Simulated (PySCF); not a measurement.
A structure optimised at PBE-D3(BJ)/def2-TZVP, used in a PySCF frequency run:

```
N
O 1 1.2039
O 1 1.2039 2 134.02
```
Charge 0, spin multiplicity 2.

Write its SMILES, formula and point group.

[O]N=O, NO₂, C2v

What are its rotational constants (standard atomic weights)?

234.59, 12.859, 12.191 GHz
